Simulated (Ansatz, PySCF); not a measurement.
Species: CH4S, charge 1, multiplicity 2. 
Structure (B3LYP-D3(BJ)/def2-TZVP (Ansatz, a quantum-chemistry and plane-wave program) minimum search):
```
C
H 1 1.0874
H 1 1.0973 2 111.66
H 1 1.0973 2 111.66 3 121.10
S 1 1.7780 2 107.97 3 -119.45
H 5 1.3584 1 98.44 2 180.00
```
Charge +1, spin multiplicity 2.

Total electronic energies in hartree. Cores are frozen in the correlated levels unless marked. Open shells are spin-unrestricted. No spin-orbit coupling. Non-relativistic. CBS marks a two-point X^-3 extrapolation of the correlation energy; Hartree-Fock from the larger set. [CCSD(T)-MP2]/basis is that difference in the basis named.

```csv
level,program,energy (Eh)
RI-HF/aug-cc-pV(Q+d)Z,Ansatz,-437.46128
RI-HF/def2-QZVPP,Ansatz,-437.46192
PBE0/def2-TZVP,Ansatz,-438.19538
TPSSh/def2-TZVPD,PySCF,-438.41224
CAM-B3LYP-D4/def2-TZVPD,Ansatz + dftd4,-438.37024
MP2/def2-TZVPPD,Ansatz,-437.77241
RI-MP2/aug-cc-pV(Q+d)Z,Ansatz,-437.80924
RI-MP2/def2-TZVPP,Ansatz,-437.77047
RI-MP2/def2-TZVPPD,Ansatz,-437.77227
SCS-MP2/6-31G,Ansatz,-437.46802
CCSD/cc-pVTZ,Ansatz,-437.81197
CCSD(T)/def2-TZVPP,Ansatz,-437.82212
CCSD(T)/def2-TZVPPD,Ansatz,-437.82408
"RI-MP2/CBS(aug-cc-pV(T+d)Z,aug-cc-pV(Q+d)Z)+[CCSD(T)-MP2]/aug-cc-pV(D+d)Z",Ansatz,-437.8734
"RI-MP2/CBS(aug-cc-pV(T+d)Z,aug-cc-pV(Q+d)Z)+[CCSD(T)-MP2]/aug-cc-pV(T+d)Z",Ansatz,-437.8759
```

Totals of different functionals don't rank their quality; only differences between species are comparable.
